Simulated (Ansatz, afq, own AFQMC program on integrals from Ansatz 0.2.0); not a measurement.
**CH$_{2}$O⁺, doublet in cc-pVDZ, levels against CCSDT(Q)**

```yaml
atoms:
  - { symbol: O, position_ang: [0.0000, 0.0000, 0.5979] }
  - { symbol: C, position_ang: [0.0000, 0.0000, -0.5975] }
  - { symbol: H, position_ang: [0.0000, -0.9400, -1.1855] }
  - { symbol: H, position_ang: [0.0000, 0.9400, -1.1855] }
```

Connectivity, by distances: O–CH2.

Basis cc-pVDZ. Only valence electrons are correlated. Integrals, coupled cluster, full CI and functionals: Ansatz 0.2.0; the random walks run on the same integrals in our own AFQMC program. ph-AFQMC/CISD is guided by a CISD state made of CCSD amplitudes; releasing the constraint for a short imaginary time cuts its bias at the price of noise, slowly where states lie close. Uncertainties: one standard error, sampling alone.

Determinant: UHF, the one that the program's search chose, which needn't be the lowest solution. The geometry is a PBE0/def2-TZVP stationary point of this or a neighbouring charge and spin state.

No full CI on the walks' own integrals is used here; CCSDT(Q) serves as the reference and is uncertain by about the last step of the cluster series.

Cautions: the released energies move by 1.5 errors or more from one time to the next, so no released level is given (meV from the phaseless value at times in 1/Eh: -4 ± 3 at 0.24, -4 ± 3 at 0.51, -6 ± 4 at 0.99, -10 ± 3 at 1.62, 3 ± 5 at 2.40).

* T1 diagnostic: 0.0389
* weight of the determinant in the CISD state: 0.874
* ⟨S²⟩ of the determinant: 0.786
* size of the correlated space: 11 electrons in 36 orbitals

Reference: CCSDT(Q), correlation energy -8.264 eV.

```
        level  E − E(reference) (kJ/mol)  share of correlation (%)
           HF                      797.3                      0.00
          MP2                      111.6                     86.01
         CCSD                       28.1                     96.47
      CCSD(T)                        4.9                     99.39
        CCSDT                        2.2                     99.72
ph-AFQMC/CISD                  0.7 ± 0.5                     99.91
```

A walk keeps the symmetry of its determinant, which the program's search chose and which needn't be the lowest solution, so a lower state of the same spin and another symmetry isn't excluded.
